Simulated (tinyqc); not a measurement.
Inside a calculation (part 1 of 2). Method: ROHF in the sto-3g basis, for NH, spin multiplicity 3. Computed by tinyqc, a small Python program that keeps every step (integrals from PySCF). Settings: charge = 0, multiplicity = 3, basis = sto-3g, energy threshold = 1e-08, iteration cap = 79, orthogonalisation = symmetric, start = core, DIIS depth = 4, method = ROHF. Command: `OMP_NUM_THREADS=1 python tinyqc.py 26268 26269 out.jsonl` (the two numbers bound the seeds that draw the settings). One thread of a shared host (Intel(R) Xeon(R) Processor @ 2.60GHz), about 0.05 s of CPU time with the checks. Later iterations appear only in the table of the cycle.

## One-electron integrals

Geometry (angstrom):
```
atom         x         y         z
N     0.000000  0.000000  0.000000
H     0.000000  0.000000  1.587000
```

Basis sto-3g: exponents (1/bohr^2) and contraction coefficients of normalised primitives:
```
element  l (shell)   exponent  coefficient
N            s (1)  99.106169     0.154329
N            s (1)  18.052312     0.535328
N            s (1)   4.885660     0.444635
N            s (2)   3.780456    -0.099967
N            s (2)   0.878497     0.399513
N            s (2)   0.285714     0.700115
N            p (3)   3.780456     0.155916
N            p (3)   0.878497     0.607684
N            p (3)   0.285714     0.391957
H            s (1)   3.425251     0.154329
H            s (1)   0.623914     0.535328
H            s (1)   0.168855     0.444635
```

Overlap, kinetic and nuclear-attraction integrals over the contracted functions; the nuclear repulsion is the sum of Za Zb / Rab.

nuclear repulsion = 2.33411498 hartree

overlap S, order 1N 1s, 1N 2s, 1N 2px, 1N 2py, 1N 2pz, 2H 1s:
$$\begin{pmatrix}
1.000000 & 0.235038 & 0.000000 & 0.000000 & 0.000000 & 0.015726 \\
0.235038 & 1.000000 & 0.000000 & 0.000000 & 0.000000 & 0.211670 \\
0.000000 & 0.000000 & 1.000000 & 0.000000 & 0.000000 & 0.000000 \\
0.000000 & 0.000000 & 0.000000 & 1.000000 & 0.000000 & 0.000000 \\
0.000000 & 0.000000 & 0.000000 & 0.000000 & 1.000000 & 0.227667 \\
0.015726 & 0.211670 & 0.000000 & 0.000000 & 0.227667 & 1.000000
\end{pmatrix}$$

kinetic energy T (hartree), order 1N 1s, 1N 2s, 1N 2px, 1N 2py, 1N 2pz, 2H 1s:
$$\begin{pmatrix}
21.990753 & -0.128416 & 0.000000 & 0.000000 & 0.000000 & -0.004482 \\
-0.128416 & 0.606994 & 0.000000 & 0.000000 & 0.000000 & -0.002454 \\
0.000000 & 0.000000 & 1.899358 & 0.000000 & 0.000000 & 0.000000 \\
0.000000 & 0.000000 & 0.000000 & 1.899358 & 0.000000 & 0.000000 \\
0.000000 & 0.000000 & 0.000000 & 0.000000 & 1.899358 & 0.041003 \\
-0.004482 & -0.002454 & 0.000000 & 0.000000 & 0.041003 & 0.760032
\end{pmatrix}$$

nuclear attraction V (hartree), order 1N 1s, 1N 2s, 1N 2px, 1N 2py, 1N 2pz, 2H 1s:
$$\begin{pmatrix}
-46.519409 & -5.511319 & 0.000000 & 0.000000 & -0.006441 & -0.376565 \\
-5.511319 & -7.197596 & 0.000000 & 0.000000 & -0.081786 & -1.075392 \\
0.000000 & 0.000000 & -7.128213 & 0.000000 & 0.000000 & 0.000000 \\
0.000000 & 0.000000 & 0.000000 & -7.128213 & 0.000000 & 0.000000 \\
-0.006441 & -0.081786 & 0.000000 & 0.000000 & -7.171180 & -1.021062 \\
-0.376565 & -1.075392 & 0.000000 & 0.000000 & -1.021062 & -3.554268
\end{pmatrix}$$

core Hamiltonian H = T + V (hartree), order 1N 1s, 1N 2s, 1N 2px, 1N 2py, 1N 2pz, 2H 1s:
$$\begin{pmatrix}
-24.528655 & -5.639735 & 0.000000 & 0.000000 & -0.006441 & -0.381047 \\
-5.639735 & -6.590602 & 0.000000 & 0.000000 & -0.081786 & -1.077846 \\
0.000000 & 0.000000 & -5.228855 & 0.000000 & 0.000000 & 0.000000 \\
0.000000 & 0.000000 & 0.000000 & -5.228855 & 0.000000 & 0.000000 \\
-0.006441 & -0.081786 & 0.000000 & 0.000000 & -5.271822 & -0.980059 \\
-0.381047 & -1.077846 & 0.000000 & 0.000000 & -0.980059 & -2.794236
\end{pmatrix}$$

## Two-electron integrals

Functions are numbered as in S; the eight-fold symmetry (ij|kl) = (ji|kl) = (kl|ij) leaves the list below.

Two-electron integrals (ij|kl) in chemists' order, unique and non-zero (hartree):
```
(11|11) 4.166630   (21|11) 0.640849   (21|21) 0.117461   (22|11) 0.969864
(22|21) 0.220936   (22|22) 0.708245   (31|31) 0.020960   (32|31) 0.032452
(32|32) 0.156449   (33|11) 0.967124   (33|21) 0.220977   (33|22) 0.708086
(33|33) 0.762805   (41|41) 0.020960   (42|41) 0.032452   (42|42) 0.156449
(43|43) 0.041119   (44|11) 0.967124   (44|21) 0.220977   (44|22) 0.708086
(44|33) 0.680568   (44|44) 0.762805   (51|51) 0.020960   (52|51) 0.032452
(52|52) 0.156449   (53|53) 0.041119   (54|54) 0.041119   (55|11) 0.967124
(55|21) 0.220977   (55|22) 0.708086   (55|33) 0.680568   (55|44) 0.680568
(55|55) 0.762805   (61|11) 0.043288   (61|21) 0.007879   (61|22) 0.014766
(61|33) 0.014737   (61|44) 0.014737   (61|51) 0.000378   (61|52) 0.000722
(61|55) 0.014827   (61|61) 0.000536   (62|11) 0.134492   (62|21) 0.031145
(62|22) 0.114429   (62|33) 0.111967   (62|44) 0.111967   (62|51) 0.002539
(62|52) 0.021676   (62|55) 0.119232   (62|61) 0.002146   (62|62) 0.026681
(63|31) 0.002784   (63|32) 0.017370   (63|53) 0.004074   (63|63) 0.003035
(64|41) 0.002784   (64|42) 0.017370   (64|54) 0.004074   (64|64) 0.003035
(65|11) 0.120644   (65|21) 0.028241   (65|22) 0.110507   (65|33) 0.105656
(65|44) 0.105656   (65|51) 0.004659   (65|52) 0.035853   (65|55) 0.120079
(65|61) 0.002003   (65|62) 0.030912   (65|65) 0.038312   (66|11) 0.332468
(66|21) 0.078109   (66|22) 0.329242   (66|33) 0.317265   (66|44) 0.317265
(66|51) 0.006275   (66|52) 0.076124   (66|55) 0.352873   (66|61) 0.005387
(66|62) 0.108859   (66|65) 0.141500   (66|66) 0.774606
```

## Orthogonalisation

S = U s U^T; symmetric (Loewdin) form X = U s^(-1/2) U^T, so that X^T S X = 1.

eigenvalues of S: [0.646812, 0.844080, 1.000000, 1.000000, 1.141407, 1.367701]

X, order 1N 1s, 1N 2s, 1N 2px, 1N 2py, 1N 2pz, 2H 1s:
$$\begin{pmatrix}
1.021928 & -0.124164 & 0.000000 & 0.000000 & -0.002504 & 0.012267 \\
-0.124164 & 1.040698 & 0.000000 & 0.000000 & 0.020002 & -0.115412 \\
0.000000 & 0.000000 & 1.000000 & 0.000000 & 0.000000 & 0.000000 \\
0.000000 & 0.000000 & 0.000000 & 1.000000 & 0.000000 & 0.000000 \\
-0.002504 & 0.020002 & 0.000000 & 0.000000 & 1.020942 & -0.121353 \\
0.012267 & -0.115412 & 0.000000 & 0.000000 & -0.121353 & 1.039365
\end{pmatrix}$$

## Starting guess

The start is the orbitals of the core Hamiltonian; D(s) = C_occ C_occ^T for each spin.

D(alpha) at the start, order 1N 1s, 1N 2s, 1N 2px, 1N 2py, 1N 2pz, 2H 1s:
$$\begin{pmatrix}
1.059491 & -0.254293 & 0.000000 & 0.000000 & -0.006126 & 0.018494 \\
-0.254293 & 1.086618 & 0.000000 & 0.000000 & 0.032434 & -0.076788 \\
0.000000 & 0.000000 & 1.000000 & 0.000000 & 0.000000 & 0.000000 \\
0.000000 & 0.000000 & 0.000000 & 1.000000 & 0.000000 & 0.000000 \\
-0.006126 & 0.032434 & 0.000000 & 0.000000 & 1.036551 & -0.101168 \\
0.018494 & -0.076788 & 0.000000 & 0.000000 & -0.101168 & 0.014867
\end{pmatrix}$$

D(beta) at the start, order 1N 1s, 1N 2s, 1N 2px, 1N 2py, 1N 2pz, 2H 1s:
$$\begin{pmatrix}
1.059491 & -0.254293 & 0.000000 & 0.000000 & -0.006126 & 0.018494 \\
-0.254293 & 1.086618 & 0.000000 & 0.000000 & 0.032434 & -0.076788 \\
0.000000 & 0.000000 & 0.000000 & 0.000000 & 0.000000 & 0.000000 \\
0.000000 & 0.000000 & 0.000000 & 0.000000 & 0.000000 & 0.000000 \\
-0.006126 & 0.032434 & 0.000000 & 0.000000 & 1.036551 & -0.101168 \\
0.018494 & -0.076788 & 0.000000 & 0.000000 & -0.101168 & 0.014867
\end{pmatrix}$$

## Iteration 1: building the Fock matrix

J_ij = sum D_kl (ij|kl) with D = D(alpha) + D(beta), K_ij = sum D_kl (ik|jl) for each spin; F = H + J - K(s); E = tr D H + tr D J / 2 - 0.5 sum_s tr D(s) K(s) + E_nn.

Coulomb J (hartree), order 1N 1s, 1N 2s, 1N 2px, 1N 2py, 1N 2pz, 2H 1s:
$$\begin{pmatrix}
14.147056 & 2.600589 & 0.000000 & 0.000000 & 0.001246 & 0.174830 \\
2.600589 & 6.184704 & 0.000000 & 0.000000 & 0.000653 & 0.958543 \\
0.000000 & 0.000000 & 6.151020 & 0.000000 & 0.000000 & 0.000000 \\
0.000000 & 0.000000 & 0.000000 & 6.151020 & 0.000000 & 0.000000 \\
0.001246 & 0.000653 & 0.000000 & 0.000000 & 6.232266 & 0.911214 \\
0.174830 & 0.958543 & 0.000000 & 0.000000 & 0.911214 & 2.649094
\end{pmatrix}$$

exchange K(alpha) (hartree), order 1N 1s, 1N 2s, 1N 2px, 1N 2py, 1N 2pz, 2H 1s:
$$\begin{pmatrix}
4.280186 & 0.739898 & 0.000000 & 0.000000 & 0.000239 & 0.053396 \\
0.739898 & 1.236332 & 0.000000 & 0.000000 & 0.001677 & 0.161969 \\
0.000000 & 0.000000 & 1.018904 & 0.000000 & 0.000000 & 0.000000 \\
0.000000 & 0.000000 & 0.000000 & 1.018904 & 0.000000 & 0.000000 \\
0.000239 & 0.001677 & 0.000000 & 0.000000 & 1.019566 & 0.115114 \\
0.053396 & 0.161969 & 0.000000 & 0.000000 & 0.115114 & 0.042599
\end{pmatrix}$$

exchange K(beta) (hartree), order 1N 1s, 1N 2s, 1N 2px, 1N 2py, 1N 2pz, 2H 1s:
$$\begin{pmatrix}
4.238265 & 0.674995 & 0.000000 & 0.000000 & 0.000239 & 0.047827 \\
0.674995 & 0.923434 & 0.000000 & 0.000000 & 0.001677 & 0.127229 \\
0.000000 & 0.000000 & 0.214981 & 0.000000 & 0.000000 & 0.000000 \\
0.000000 & 0.000000 & 0.000000 & 0.214981 & 0.000000 & 0.000000 \\
0.000239 & 0.001677 & 0.000000 & 0.000000 & 0.937329 & 0.106966 \\
0.047827 & 0.127229 & 0.000000 & 0.000000 & 0.106966 & 0.036528
\end{pmatrix}$$

F(alpha) (hartree), order 1N 1s, 1N 2s, 1N 2px, 1N 2py, 1N 2pz, 2H 1s:
$$\begin{pmatrix}
-14.661785 & -3.779044 & 0.000000 & 0.000000 & -0.005435 & -0.259612 \\
-3.779044 & -1.642231 & 0.000000 & 0.000000 & -0.082811 & -0.281272 \\
0.000000 & 0.000000 & -0.096739 & 0.000000 & 0.000000 & 0.000000 \\
0.000000 & 0.000000 & 0.000000 & -0.096739 & 0.000000 & 0.000000 \\
-0.005435 & -0.082811 & 0.000000 & 0.000000 & -0.059122 & -0.183959 \\
-0.259612 & -0.281272 & 0.000000 & 0.000000 & -0.183959 & -0.187741
\end{pmatrix}$$

F(beta) (hartree), order 1N 1s, 1N 2s, 1N 2px, 1N 2py, 1N 2pz, 2H 1s:
$$\begin{pmatrix}
-14.619864 & -3.714141 & 0.000000 & 0.000000 & -0.005435 & -0.254044 \\
-3.714141 & -1.329332 & 0.000000 & 0.000000 & -0.082811 & -0.246532 \\
0.000000 & 0.000000 & 0.707184 & 0.000000 & 0.000000 & 0.000000 \\
0.000000 & 0.000000 & 0.000000 & 0.707184 & 0.000000 & 0.000000 \\
-0.005435 & -0.082811 & 0.000000 & 0.000000 & 0.023115 & -0.175811 \\
-0.254044 & -0.246532 & 0.000000 & 0.000000 & -0.175811 & -0.181671
\end{pmatrix}$$

total energy of this density = -53.61421400 hartree

## Iteration 1: Roothaan effective Fock matrix

With projectors Pc = D(beta) S, Po = (D(alpha) - D(beta)) S, Pv = 1 - D(alpha) S, the block xy is Px^T F Py; with Fc = (F(alpha) + F(beta))/2, the blocks are Fc for cc, oo, vv and cv, F(beta) for co and F(alpha) for ov.

effective F (hartree), order 1N 1s, 1N 2s, 1N 2px, 1N 2py, 1N 2pz, 2H 1s:
$$\begin{pmatrix}
-14.640825 & -3.746593 & 0.000000 & 0.000000 & -0.005435 & -0.256828 \\
-3.746593 & -1.485781 & 0.000000 & 0.000000 & -0.082811 & -0.263902 \\
0.000000 & 0.000000 & 0.305222 & 0.000000 & 0.000000 & 0.000000 \\
0.000000 & 0.000000 & 0.000000 & 0.305222 & 0.000000 & 0.000000 \\
-0.005435 & -0.082811 & 0.000000 & 0.000000 & -0.018004 & -0.179885 \\
-0.256828 & -0.263902 & 0.000000 & 0.000000 & -0.179885 & -0.184706
\end{pmatrix}$$

## Iteration 1: diagonalisation and new density

Diagonalise F' = X^T F X, C = X C', fill 5 alpha and 3 beta electrons from the bottom; D(s) = C_occ C_occ^T. Each column has its largest component positive (the first on a tie).

F' = X^T F X (hartree):
$$\begin{pmatrix}
-14.367759 & -1.968617 & 0.000000 & 0.000000 & -0.005925 & 0.002133 \\
-1.968617 & -0.815670 & 0.000000 & 0.000000 & -0.055070 & -0.129718 \\
0.000000 & 0.000000 & 0.305222 & 0.000000 & 0.000000 & 0.000000 \\
0.000000 & 0.000000 & 0.000000 & 0.305222 & 0.000000 & 0.000000 \\
-0.005925 & -0.055070 & 0.000000 & 0.000000 & 0.020547 & -0.164368 \\
0.002133 & -0.129718 & 0.000000 & 0.000000 & -0.164368 & -0.111347
\end{pmatrix}$$

orbital energies (hartree): MO1 -14.647964, MO2 -0.587722, MO3 -0.171486, MO4 0.132945, MO5 0.305222, MO6 0.305222

coefficients C, order 1N 1s, 1N 2s, 1N 2px, 1N 2py, 1N 2pz, 2H 1s:
$$\begin{pmatrix}
0.994245 & -0.246943 & 0.099789 & -0.021178 & 0.000000 & 0.000000 \\
0.023614 & 0.948196 & -0.442462 & 0.129550 & 0.000000 & 0.000000 \\
0.000000 & 0.000000 & 0.000000 & 0.000000 & 0.999935 & -0.011403 \\
0.000000 & 0.000000 & 0.000000 & 0.000000 & 0.011403 & 0.999935 \\
0.001164 & 0.151142 & 0.463501 & 0.905415 & 0.000000 & 0.000000 \\
-0.003065 & 0.193782 & 0.761399 & -0.700848 & 0.000000 & 0.000000
\end{pmatrix}$$

D(alpha) after iteration 1, order 1N 1s, 1N 2s, 1N 2px, 1N 2py, 1N 2pz, 2H 1s:
$$\begin{pmatrix}
1.059911 & -0.257569 & 0.000000 & 0.000000 & -0.009089 & 0.039921 \\
-0.257569 & 1.112189 & 0.000000 & 0.000000 & 0.055554 & -0.244014 \\
0.000000 & 0.000000 & 0.999870 & 0.011402 & 0.000000 & 0.000000 \\
0.000000 & 0.000000 & 0.011402 & 0.000130 & 0.000000 & 0.000000 \\
-0.009089 & 0.055554 & 0.000000 & 0.000000 & 1.057455 & -0.252363 \\
0.039921 & -0.244014 & 0.000000 & 0.000000 & -0.252363 & 1.108478
\end{pmatrix}$$

D(beta) after iteration 1, order 1N 1s, 1N 2s, 1N 2px, 1N 2py, 1N 2pz, 2H 1s:
$$\begin{pmatrix}
1.059462 & -0.254825 & 0.000000 & 0.000000 & 0.010086 & 0.025078 \\
-0.254825 & 1.095406 & 0.000000 & 0.000000 & -0.061742 & -0.153220 \\
0.000000 & 0.000000 & 0.000000 & 0.000000 & 0.000000 & 0.000000 \\
0.000000 & 0.000000 & 0.000000 & 0.000000 & 0.000000 & 0.000000 \\
0.010086 & -0.061742 & 0.000000 & 0.000000 & 0.237679 & 0.382195 \\
0.025078 & -0.153220 & 0.000000 & 0.000000 & 0.382195 & 0.617290
\end{pmatrix}$$

Within a degenerate level the vectors are fixed only up to a rotation; this is one choice.

## Iteration 2: building the Fock matrix

As before.

Coulomb J (hartree), order 1N 1s, 1N 2s, 1N 2px, 1N 2py, 1N 2pz, 2H 1s:
$$\begin{pmatrix}
13.038520 & 2.351146 & 0.000000 & 0.000000 & 0.009711 & 0.158381 \\
2.351146 & 5.525661 & 0.000000 & 0.000000 & 0.121683 & 0.946833 \\
0.000000 & 0.000000 & 5.518550 & 0.000938 & 0.000000 & 0.000000 \\
0.000000 & 0.000000 & 0.000938 & 5.436334 & 0.000000 & 0.000000 \\
0.009711 & 0.121683 & 0.000000 & 0.000000 & 5.602268 & 0.961288 \\
0.158381 & 0.946833 & 0.000000 & 0.000000 & 0.961288 & 3.412512
\end{pmatrix}$$

exchange K(alpha) (hartree), order 1N 1s, 1N 2s, 1N 2px, 1N 2py, 1N 2pz, 2H 1s:
$$\begin{pmatrix}
4.259909 & 0.707707 & 0.000000 & 0.000000 & 0.000166 & 0.049764 \\
0.707707 & 1.085553 & 0.000000 & 0.000000 & 0.009827 & 0.196164 \\
0.000000 & 0.000000 & 0.978745 & 0.008229 & 0.000000 & 0.000000 \\
0.000000 & 0.000000 & 0.008229 & 0.257247 & 0.000000 & 0.000000 \\
0.000166 & 0.009827 & 0.000000 & 0.000000 & 0.991986 & 0.195500 \\
0.049764 & 0.196164 & 0.000000 & 0.000000 & 0.195500 & 0.810601
\end{pmatrix}$$

exchange K(beta) (hartree), order 1N 1s, 1N 2s, 1N 2px, 1N 2py, 1N 2pz, 2H 1s:
$$\begin{pmatrix}
4.221804 & 0.650711 & 0.000000 & 0.000000 & 0.001600 & 0.046670 \\
0.650711 & 0.824382 & 0.000000 & 0.000000 & 0.008051 & 0.178230 \\
0.000000 & 0.000000 & 0.186621 & 0.000000 & 0.000000 & 0.000000 \\
0.000000 & 0.000000 & 0.000000 & 0.186621 & 0.000000 & 0.000000 \\
0.001600 & 0.008051 & 0.000000 & 0.000000 & 0.463029 & 0.263138 \\
0.046670 & 0.178230 & 0.000000 & 0.000000 & 0.263138 & 0.587259
\end{pmatrix}$$

F(alpha) (hartree), order 1N 1s, 1N 2s, 1N 2px, 1N 2py, 1N 2pz, 2H 1s:
$$\begin{pmatrix}
-15.750044 & -3.996296 & 0.000000 & 0.000000 & 0.003104 & -0.272429 \\
-3.996296 & -2.150493 & 0.000000 & 0.000000 & 0.030070 & -0.327177 \\
0.000000 & 0.000000 & -0.689050 & -0.007291 & 0.000000 & 0.000000 \\
0.000000 & 0.000000 & -0.007291 & -0.049768 & 0.000000 & 0.000000 \\
0.003104 & 0.030070 & 0.000000 & 0.000000 & -0.661541 & -0.214271 \\
-0.272429 & -0.327177 & 0.000000 & 0.000000 & -0.214271 & -0.192325
\end{pmatrix}$$

F(beta) (hartree), order 1N 1s, 1N 2s, 1N 2px, 1N 2py, 1N 2pz, 2H 1s:
$$\begin{pmatrix}
-15.711940 & -3.939300 & 0.000000 & 0.000000 & 0.001669 & -0.269335 \\
-3.939300 & -1.889322 & 0.000000 & 0.000000 & 0.031846 & -0.309243 \\
0.000000 & 0.000000 & 0.103074 & 0.000938 & 0.000000 & 0.000000 \\
0.000000 & 0.000000 & 0.000938 & 0.020858 & 0.000000 & 0.000000 \\
0.001669 & 0.031846 & 0.000000 & 0.000000 & -0.132584 & -0.281910 \\
-0.269335 & -0.309243 & 0.000000 & 0.000000 & -0.281910 & 0.031017
\end{pmatrix}$$

total energy of this density = -53.82516529 hartree

## Iteration 2: Roothaan effective Fock matrix

As before.

effective F (hartree), order 1N 1s, 1N 2s, 1N 2px, 1N 2py, 1N 2pz, 2H 1s:
$$\begin{pmatrix}
-15.730999 & -3.967881 & 0.000000 & 0.000000 & 0.003908 & -0.271937 \\
-3.967881 & -2.020780 & 0.000000 & 0.000000 & 0.043960 & -0.327725 \\
0.000000 & 0.000000 & -0.292988 & -0.003177 & 0.000000 & 0.000000 \\
0.000000 & 0.000000 & -0.003177 & -0.014455 & 0.000000 & 0.000000 \\
0.003908 & 0.043960 & 0.000000 & 0.000000 & -0.355085 & -0.231655 \\
-0.271937 & -0.327725 & 0.000000 & 0.000000 & -0.231655 & -0.117763
\end{pmatrix}$$

## Iteration 2: DIIS over 2 matrices

error matrix X^T (FDS - SDF) X:
$$\begin{pmatrix}
0.000000 & -0.000729 & 0.000000 & 0.000000 & 0.000453 & 0.001337 \\
0.000729 & 0.000000 & 0.000000 & 0.000000 & -0.095668 & 0.055734 \\
0.000000 & 0.000000 & 0.000000 & 0.000000 & 0.000000 & 0.000000 \\
0.000000 & 0.000000 & 0.000000 & 0.000000 & 0.000000 & 0.000000 \\
-0.000453 & 0.095668 & 0.000000 & 0.000000 & 0.000000 & -0.210098 \\
-0.001337 & -0.055734 & 0.000000 & 0.000000 & 0.210098 & 0.000000
\end{pmatrix}$$

B (overlaps of the stored error matrices):
$$\begin{pmatrix}
3.1817508e-01 & -1.1701695e-01 \\
-1.1701695e-01 & 1.1280477e-01
\end{pmatrix}$$

Minimise |sum c_i e_i|^2 with sum c_i = 1: solve [B -1; -1 0][c; lambda] = [0; -1] with B_ij = tr e_i^T e_j, and take F = sum c_i F_i.

DIIS coefficients: [0.345589, 0.654411]

extrapolated F (hartree), order 1N 1s, 1N 2s, 1N 2px, 1N 2py, 1N 2pz, 2H 1s:
$$\begin{pmatrix}
-15.354247 & -3.891406 & 0.000000 & 0.000000 & 0.000679 & -0.266715 \\
-3.891406 & -1.835890 & 0.000000 & 0.000000 & 0.000149 & -0.305668 \\
0.000000 & 0.000000 & -0.086253 & -0.002079 & 0.000000 & 0.000000 \\
0.000000 & 0.000000 & -0.002079 & 0.096022 & 0.000000 & 0.000000 \\
0.000679 & 0.000149 & 0.000000 & 0.000000 & -0.238594 & -0.213764 \\
-0.266715 & -0.305668 & 0.000000 & 0.000000 & -0.213764 & -0.140898
\end{pmatrix}$$

## Iteration 2: diagonalisation and new density

As before.

F' = X^T F X (hartree):
$$\begin{pmatrix}
-15.081552 & -1.989412 & 0.000000 & 0.000000 & -0.009725 & 0.001564 \\
-1.989412 & -1.154605 & 0.000000 & 0.000000 & 0.030963 & -0.151421 \\
0.000000 & 0.000000 & -0.086253 & -0.002079 & 0.000000 & 0.000000 \\
0.000000 & 0.000000 & -0.002079 & 0.096022 & 0.000000 & 0.000000 \\
-0.009725 & 0.030963 & 0.000000 & 0.000000 & -0.196915 & -0.189571 \\
0.001564 & -0.151421 & 0.000000 & 0.000000 & -0.189571 & -0.051011
\end{pmatrix}$$

orbital energies (hartree): MO1 -15.360186, MO2 -0.902486, MO3 -0.321391, MO4 -0.086277, MO5 0.096046, MO6 0.099981

coefficients C, order 1N 1s, 1N 2s, 1N 2px, 1N 2py, 1N 2pz, 2H 1s:
$$\begin{pmatrix}
0.994842 & -0.258754 & 0.028990 & 0.000000 & 0.000000 & 0.049048 \\
0.021245 & 1.011788 & -0.145972 & 0.000000 & 0.000000 & -0.258293 \\
0.000000 & 0.000000 & 0.000000 & 0.999935 & -0.011403 & 0.000000 \\
0.000000 & 0.000000 & 0.000000 & 0.011403 & 0.999935 & 0.000000 \\
0.000515 & 0.000869 & 0.790113 & 0.000000 & 0.000000 & -0.658161 \\
-0.002578 & 0.066514 & 0.465292 & 0.000000 & 0.000000 & 0.942099
\end{pmatrix}$$

D(alpha) after iteration 2, order 1N 1s, 1N 2s, 1N 2px, 1N 2py, 1N 2pz, 2H 1s:
$$\begin{pmatrix}
1.057505 & -0.244900 & 0.000000 & 0.000000 & 0.023193 & -0.006287 \\
-0.244900 & 1.045474 & 0.000000 & 0.000000 & -0.114445 & -0.000677 \\
0.000000 & 0.000000 & 1.000000 & 0.000000 & 0.000000 & 0.000000 \\
0.000000 & 0.000000 & 0.000000 & 1.000000 & 0.000000 & 0.000000 \\
0.023193 & -0.114445 & 0.000000 & 0.000000 & 0.624279 & 0.367689 \\
-0.006287 & -0.000677 & 0.000000 & 0.000000 & 0.367689 & 0.220927
\end{pmatrix}$$

D(beta) after iteration 2, order 1N 1s, 1N 2s, 1N 2px, 1N 2py, 1N 2pz, 2H 1s:
$$\begin{pmatrix}
1.057505 & -0.244900 & 0.000000 & 0.000000 & 0.023193 & -0.006287 \\
-0.244900 & 1.045474 & 0.000000 & 0.000000 & -0.114445 & -0.000677 \\
0.000000 & 0.000000 & 0.000000 & 0.000000 & 0.000000 & 0.000000 \\
0.000000 & 0.000000 & 0.000000 & 0.000000 & 0.000000 & 0.000000 \\
0.023193 & -0.114445 & 0.000000 & 0.000000 & 0.624279 & 0.367689 \\
-0.006287 & -0.000677 & 0.000000 & 0.000000 & 0.367689 & 0.220927
\end{pmatrix}$$
